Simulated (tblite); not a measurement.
Start geometry of `CCC1=C[P@@H]1=S` from a force field or distance geometry (Å):
```
atom  x, y, z in Å
C1    -1.9266    0.0599    0.4225
C2    -0.6250   -0.5645    0.8441
C3     0.5407    0.0433    0.2354
C4     1.0059    0.9623   -0.5895
P5     2.2025   -0.0798    0.1062
S6     3.1561   -1.3439   -1.0029
H7    -2.7730   -0.4336    0.9158
H8    -2.0773   -0.0206   -0.6541
H9    -1.9668    1.1218    0.6894
H10   -0.6436   -1.6374    0.6113
H11   -0.5309   -0.4967    1.9412
H12    0.6763    1.7383   -1.2219
H13    2.9574    0.6514    1.0489
```

Q: What comes out of this run: GFN2-xTB geometry optimisation, gas phase in tblite 0.8.0?

A: 
```
atom  x, y, z in Å
C1    -1.9349    0.0880    0.4041
C2    -0.6611   -0.5873    0.9045
C3     0.5409    0.0178    0.3100
C4     0.9367    0.9638   -0.5494
P5     2.3234   -0.0535   -0.0095
S6     3.2998   -1.3655   -1.0387
H7    -2.8080   -0.3793    0.8527
H8    -2.0101    0.0006   -0.6771
H9    -1.9318    1.1434    0.6666
H10   -0.6683   -1.6535    0.6555
H11   -0.5935   -0.5153    1.9946
H12    0.5390    1.7190   -1.1948
H13    2.9634    0.6223    1.0282
```

The energy falls by 10.2 kcal/mol over 42 L-BFGS steps, the largest force on an atom goes from 5.81 to 0.009 eV/Å, and the atoms move by 0.095 Å rms after alignment. The bond that changes most is C3–P5 (ends: fully substituted alkene carbon; phosphorus bonded to 2 C, S and H), which lengthens by 0.141 Å. Bonds longer at the end by more than 0.005 Å: 6 of 13; shorter: 4. Among the angles that change most is C3–P5–H13, from 116.2° to 107.5°. Among the dihedrals that turn most is H12–C4–P5–H13, from 75° to 92°. Rotational constants go from 6571, 1164, 1100 to 6623, 1086, 1026 MHz. The orientation of the end geometry is arbitrary; only internal coordinates are fixed.

Its GFN2-xTB frequencies are all real (lowest 49 cm⁻¹). One conformer, not necessarily the lowest. 3 starts were optimised and ended at 0.00, 0.01 and 0.03 kcal/mol (GFN2-xTB); the lowest of these is shown.

All values are computed, not measured.
